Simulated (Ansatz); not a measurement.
# Ni, fcc: geometry optimisation

These are results of DFT, revPBE, plane waves (420 eV) with PAW, scalar-relativistic in Ansatz 0.2.0, not measurements. The PAW files were generated under PBE, with cores re-solved for the functional.

k-point mesh 15×15×15, Fermi-Dirac smearing 0.1 eV, no spin polarisation. Cell and atoms relax.

Starting structure:

```yaml
crystal:
  lattice:
    - [0.00000, 1.76194, 1.76194]
    - [1.76194, 0.00000, 1.76194]
    - [1.76194, 1.76194, 0.00000]
  atoms:
    - { symbol: Ni, position: [0.00000, 0.00000, 0.00000] }
```

Problem. The pressure at the start is 2.4 GPa. By how much does the volume change?

Solution. From 10.94 to 11.08 Å³ per atom, 1.2 %. The final cell has a = 3.538 Å.

Problem. How much energy does the relaxation gain?

Solution. 1.0 meV per atom.

Path of the relaxation (the plane waves are chosen anew near the end, which can shift the energy a little):

```csv
step,E − E(final) (meV/atom),V (Å³/atom),P (GPa),max force (eV/Å)
0,1.01,10.940,2.40,0.000
1,0.29,11.006,1.22,0.000
2,0.05,11.076,0.03,0.000
3,0.00,11.076,0.02,0.000
```

Spin polarisation is off here; a magnetic state may lie lower.
